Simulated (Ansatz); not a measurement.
The cluster Li₂F⁺, relaxed as a triplet with UKS PBE0-D4/def2-TZVP in Ansatz, starting from the PBE0-D4/def2-TZVP geometry of the charge +1 singlet. Force threshold 0.02 eV/Å.

In the triplet geometry the species has come apart into loosely held pieces. At PBE0-D4/def2-TZVP a singlet of charge 1 lies 7.29 eV below the triplet, each at its own geometry. The structure comes from a short search, and lower isomers may exist.

Start:

```csv
atom,x (Å),y (Å),z (Å)
Li1,-0.3422,-1.5160,-0.5793
Li2,0.3423,1.5160,0.5793
F3,0.0000,0.0000,0.0000
```

Estimate the energy that the relaxation releases and the steps that it takes.

2.06 eV, in 24 steps; 30 s on 2 threads of Arm Neoverse V2 on a shared host. The force fell under the threshold at step 7, but the optimiser went on and released 0.697 eV more. No frequencies were taken in this run, so the end may be a saddle point.

Does the start keep its bonding and symmetry?

Bonds lost: Li1–F3, Li2–F3 (atoms count from 1). The end holds 2 separate pieces. Point group D∞h at the start, Cs at the end, both within 0.05 Å.

Predict the relaxed structure.


Cartesian coordinates in Å:
```
Li 0.547 -1.534 -1.002
Li 1.470 1.578 0.085
F -2.017 -0.044 0.917
```
Bond lengths (bridged metal pairs left out): .
